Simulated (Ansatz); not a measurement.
HAl–PH$_{2}$, quartet: reading a ladder of total energies

Geometry: that of the HAl–PH2, doublet, kept fixed. The doublet lies 3.7 eV lower here.

```xyz
5

Al    0.0423   -0.1196    1.2542
P    -0.0905    0.0684   -1.0795
H    -0.0527    1.2620    2.0668
H     1.0351    0.9397   -1.1140
H     0.6648   -1.1014   -1.3537
```

Basis cc-pVDZ; Ansatz 0.2.0. Only valence electrons are correlated (noble-gas cores frozen), which leaves 11 electrons in 41 orbitals. R marks a restricted (for open shells ROHF) determinant, U an unrestricted one.

Full CI isn't at hand for all of this; UCCSDT(Q) serves as the reference, and is uncertain by about the last step of the cluster series.

Runs differ by some tens of microhartree through their thresholds and, for an open shell, their frozen cores, so steps under 0.03 kcal/mol mean nothing.

| level | total energy (hartree) |
| --- | --- |
| UHF | -584.250503 |
| UMP2 | -584.403817 |
| UCCSD | -584.444246 |
| UCCSD(T) | -584.450010 |
| UCCSDT | -584.451618 |
| UCCSDT(Q) | -584.451912 |

Question: What is the correlation energy at UCCSDT(Q), and what share of it do UMP2 and UCCSD recover?

Answer: E(corr) = -584.451912 − (-584.250503) = -0.201409 hartree = -5.481 eV. UMP2: -0.153314 / -0.201409 = 76.12 %. UCCSD: -0.193743 / -0.201409 = 96.19 %.

Question: By how many kcal/mol does UCCSD(T) miss UCCSDT(Q) (1 hartree = 627.509 kcal/mol), and which steps make up the rest?

Answer: -584.450010 − (-584.451912) = 0.001902 hartree = 1.19 kcal/mol. Steps: UCCSDT − UCCSD(T) = -1.01, UCCSDT(Q) − UCCSDT = -0.18 kcal/mol. Differences between like states or geometries often cancel part of this.
